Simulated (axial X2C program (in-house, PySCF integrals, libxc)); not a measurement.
CSiO: properties at the nuclei

Computed with an in-house all-electron X2C program for linear molecules (integrals from PySCF): two-component X2C with atomic mean-field Coulomb and Gaunt terms, Gaussian nuclei, basis C dyall-v3z, Si dyall-v3z, O dyall-av3z with contracted cores.

C–Si–O held linear, with bonds 1.843 and 1.518 Å (near the PBE0 minimum at charge 0 of the determinant lowest at the starting distance; the state shown can have its own minimum elsewhere, held linear; other orders of the atoms were not compared).

Determinant lowest in the PBE0 search, Ω = 1 (⟨Sz⟩ = 1.00, ⟨Lz⟩ = 0.00 at PBE0), spin on the atoms C 0.75, Si 0.19, O 0.06:

| level | Eeff magnitude (GV/cm) | Ws magnitude Si (kHz) | A∥/gI C (MHz) | qzz C (a.u.) | A∥/gI Si (MHz) | qzz Si (a.u.) | A∥/gI O (MHz) | qzz O (a.u.) | μ (D) |
| --- | --- | --- | --- | --- | --- | --- | --- | --- | --- |
| PBE0 | 0.00823 | 0.00273 | -39.1 | -0.09 | -37.2 | -1.93 | -11.3 | 0.04 | -0.79 |
| HF | 0.0113 | 0.00392 | -10.9 | 0.00 | -41.4 | -2.48 | 5.63 | -0.01 | -0.85 |
| r2SCAN | 0.00768 | 0.00268 | -26 | -0.09 | -45.6 | -1.82 | -13.7 | -0.01 | -0.67 |

Determinant 1.00 eV from it at PBE0 and this distance, Ω = 0 (closed shell), highest spinor 67% C p, 12% Si d, 11% Si p:

| level | qzz C (a.u.) | qzz Si (a.u.) | qzz O (a.u.) | μ (D) |
| --- | --- | --- | --- | --- |
| PBE0 | -0.21 | -1.84 | 0.08 | -0.87 |
| HF | -0.18 | -2.39 | 0.08 | -1.04 |
| r2SCAN | -0.26 | -1.67 | 0.02 | -0.70 |

Eeff is the effective electric field on the electron electric dipole moment in this Ω state and Ws the scalar–pseudoscalar constant of the nucleus named (defined with the proton number Z and per Ω); A∥ (defined per Ω) follows by multiplying with gI = μI/(I μN); qzz is the electric field gradient, eQq0 = 234.96 MHz × Q/barn × qzz; μ is positive if the O end (last atom) is positive. The operators were transformed with the bare-nucleus X2C matrices; with these basis sets, hyperfine constants and field gradients can be off by tens of per cent, and where levels differ in sign neither size nor sign is settled.

**Question.** With gI(29Si) = -1.1106 (g factors from the IAEA table of nuclear moments by Stone), turn the PBE0 values of the first state into constants in MHz.

**Answer.** A∥(29Si) = -37.2 × -1.1106 = 41.3 MHz.

The molecule was held linear; bending was not examined, so a bent shape may lie lower.

Each state is one determinant with collinear spin, which with several unpaired electrons need not be a pure state. Unrestricted Hartree–Fock can overshoot spin polarisation at the nuclei. A closed determinant beside an open π² or δ² triplet, such as (π1/2)², mixes with its partner pair into the 0⁺ component of the triplet and ¹Σ⁺, so its energy is not that of a level, and 0⁺ can lie lowest. With several open shells hyperfine constants can be off by a factor of several. Open-shell Ω = 0 determinants with evenly filled partner blocks cannot be reached by this program, so the Ω shown need not be the lowest component. The search compared states at one distance, so a state with another bond length can lie lower. Where a field gradient or hyperfine factor spreads by more than a factor of two over the levels, a constant derived from it is not to be relied on. PBE0 term energies can be off by some tenths of an eV.
